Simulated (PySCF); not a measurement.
AlH + F₂ → AlF + HF

Level: PBE0 in the def2-TZVPD basis family, all electrons, no relativity, computed in PySCF with density fitting; open shells unrestricted.

```
species         state and structure  ZPE (kJ/mol)  H(298 K) − H(0) (kJ/mol)  S° (J/(mol K))
    AlH  singlet, C∞v, Al–H 1.665 Å           9.9                       8.7           187.8
     F₂   singlet, D∞h, F–F 1.375 Å           6.6                       8.7           201.9
    AlF  singlet, C∞v, Al–F 1.665 Å           4.7                       8.9           215.2
     HF   singlet, C∞v, H–F 0.921 Å          24.8                       8.7           173.7
```

**Question.** Is the gas-phase reaction uphill or downhill in electronic energy at this level, and by how much?

**Answer.** At PBE0/def2-TZVPD, ΔE = -787.0 kJ/mol, downhill. 

**Question.** Add zero-point, thermal and entropy terms for 298.15 K and 1 bar.

**Answer.** ΔZPE = 13.0 and Δ[H(298) − H(0)] = 0.2 kJ/mol give ΔH° = -773.8 kJ/mol. ΔS° = -0.8 J/(mol K), so ΔG° = -773.8 − 298.15 × (-0.0008) = -774 kJ/mol.

Only the bonding shown was studied: isomers, or loss of a ligand pair, can lie lower.
